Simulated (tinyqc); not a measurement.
Inside a calculation. Method: CIS and TDHF on RHF in the sto-3g basis, frozen core, for H2O, spin multiplicity 1. One step of it, computed by the program tinyqc.

Question. CIS matrix, singlets. A(ia,jb) = (e_a - e_i) d_ij d_ab + 2 (ia|jb) - (ij|ab).

orbital energies (hartree): MO1 -20.285803, MO2 -1.193002, MO3 -0.496696, MO4 -0.446489, MO5 -0.394596, MO6 0.431389, MO7 0.487824

Two-electron integrals over orbitals (pq|rs), unique and non-zero (hartree); the lowest 1 orbital is frozen and left out:
```
(22|22) 0.728200    (32|22) 0.000023    (32|32) 0.124023    (33|22) 0.610282
(33|32) -0.000058   (33|33) 0.583537    (42|22) -0.035774   (42|32) -0.000044
(42|33) 0.000750    (42|42) 0.128696    (43|22) -0.000136   (43|32) 0.026378
(43|33) -0.000188   (43|42) 0.000220    (43|43) 0.061130    (44|22) 0.641933
(44|32) 0.000259    (44|33) 0.553347    (44|42) -0.079809   (44|43) -0.000009
(44|44) 0.650457    (52|52) 0.153345    (53|52) 0.000106    (53|53) 0.026404
(54|52) -0.043590   (54|53) -0.000047   (54|54) 0.044338    (55|22) 0.759570
(55|32) 0.000180    (55|33) 0.597974    (55|42) -0.085692   (55|43) -0.000192
(55|44) 0.660251    (55|55) 0.880159    (62|22) 0.123880    (62|32) 0.000219
(62|33) 0.066300    (62|42) 0.039013    (62|43) -0.000093   (62|44) 0.046569
(62|55) 0.129035    (62|62) 0.093933    (63|22) 0.000578    (63|32) -0.027280
(63|33) 0.000460    (63|42) -0.000280   (63|43) -0.037964   (63|44) 0.000189
(63|55) 0.000671    (63|62) 0.000310    (63|63) 0.068363    (64|22) 0.144972
(64|32) -0.000226   (64|33) 0.056035    (64|42) -0.064120   (64|43) -0.000351
(64|44) 0.129814    (64|55) 0.168746    (64|62) 0.052822    (64|63) 0.000705
(64|64) 0.118424    (65|52) 0.045495    (65|53) 0.000099    (65|54) 0.009140
(65|65) 0.033196    (66|22) 0.596860    (66|32) 0.000590    (66|33) 0.545309
(66|42) 0.037518    (66|43) 0.000568    (66|44) 0.547753    (66|55) 0.584319
(66|62) 0.093103    (66|63) -0.000366   (66|64) 0.063122    (66|66) 0.583263
(72|22) -0.000617   (72|32) 0.058790    (72|33) -0.000182   (72|42) -0.000030
(72|43) -0.030897   (72|44) -0.000359   (72|55) -0.000638   (72|62) -0.000126
(72|63) 0.028030    (72|64) -0.000282   (72|66) -0.000470   (72|72) 0.068727
(73|22) 0.173322    (73|32) 0.000432    (73|33) 0.091268    (73|42) -0.082532
(73|43) 0.000092    (73|44) 0.123461    (73|55) 0.207659    (73|62) 0.060947
(73|63) 0.000164    (73|64) 0.116856    (73|66) 0.051291    (73|72) -0.000403
(73|73) 0.167855    (74|22) -0.000259   (74|32) -0.071217   (74|33) -0.000015
(74|42) 7.18e-07    (74|43) -0.023057   (74|44) -0.000410   (74|55) -0.000328
(74|62) -0.000205   (74|63) 0.056861    (74|64) 0.000150    (74|66) -0.000729
(74|72) -0.014928   (74|73) -0.000579   (74|74) 0.075630    (75|52) -0.000224
(75|53) 0.023797    (75|54) 0.000010    (75|65) -0.000044   (75|75) 0.024027
(76|22) -0.000082   (76|32) 0.075039    (76|33) -0.000122   (76|42) -0.000117
(76|43) 0.066982    (76|44) 0.000269    (76|55) -0.000007   (76|62) -0.000183
(76|63) -0.058639   (76|64) -0.000459   (76|66) 0.000744    (76|72) -0.005403
(76|73) 0.000506    (76|74) -0.063347   (76|76) 0.106503    (77|22) 0.593024
(77|32) -0.000669   (77|33) 0.569478    (77|42) -0.013970   (77|43) -0.000596
(77|44) 0.554930    (77|55) 0.589660    (77|62) 0.054107    (77|63) 0.000830
(77|64) 0.049575    (77|66) 0.544168    (77|72) -0.000231   (77|73) 0.084184
(77|74) 0.000523    (77|76) -0.000828   (77|77) 0.576234
```

Give: CIS matrix A, singlet.

Answer.

CIS matrix A, singlet (hartree), lower triangle:
```
       2>6     2>7    3>6     3>7    4>6    4>7    5>6    5>7
2>6  1.215
2>7  0.000   1.225
3>6  0.000  -0.019  0.520
3>7  0.047   0.000  0.000   0.751
4>6  0.068   0.000  0.001   0.167  0.567
4>7  0.000  -0.016  0.047  -0.001  0.000  0.531
5>6  0.000   0.000  0.000   0.000  0.000  0.000  0.308
5>7  0.000   0.000  0.000   0.000  0.000  0.000  0.000  0.341
```
